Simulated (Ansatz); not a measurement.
Total energies of Mg₃H₃ from Ansatz at PBE-D4/def2-TZVP, gas phase (1 Eh = 27.2114 eV = 2625.5 kJ/mol). The reference geometry is relaxed at PBE-D4/def2-TZVP.

```
atom   x (Å)   y (Å)   z (Å)
 Mg1  -0.616   1.006  -1.437
 Mg2   0.811  -0.690   0.276
 Mg3  -2.200   1.139   1.118
  H4  -0.535  -0.857  -1.047
  H5   1.650  -1.719   1.364
  H6   0.889   1.121  -0.274
```

```
                 state                     geometry  energy (Eh)
      charge 0 doublet                    reference   -601.60904
      charge 1 singlet                    reference   -601.37749
      charge 1 singlet  relaxed at PBE-D4/def2-TZVP   -601.40093
free Mg atom (singlet)                            –   -199.94297
 free H atom (doublet)                            –     -0.49962
```

**Question.** Work out the vertical ionisation energy to the singlet.

**Answer.** E(charge 1 singlet) − E(charge 0 doublet) = -601.37749 − (-601.60904) = 0.23155 Eh = 6.30 eV. For comparison, −ε of the highest occupied level of the spin that leaves is 4.07 eV at this level, 2.23 eV less.

**Question.** How much does the charge 1 singlet relax, and what is the adiabatic ionisation energy?

**Answer.** Relaxation: -601.37749 − (-601.40093) = 0.02344 Eh = 0.64 eV. Adiabatic ionisation energy: 0.20811 Eh = 5.66 eV, without zero-point energy. 

**Question.** What is the binding energy per atom against free atoms?

**Answer.** Atoms: 3 × (-199.94297) + 3 × (-0.49962) = -601.32777 Eh. Binding: -601.32777 − (-601.60904) = 0.28127 Eh = 7.65 eV, or 1.28 eV for each of 6 atoms (no zero-point energy, no counterpoise term).

The restricted singlet is unstable towards broken spin symmetry in Hartree–Fock (as tested in another run); at PBE-D4/def2-TZVP this wasn't settled. 

The structure comes from a short search, and lower isomers may exist.
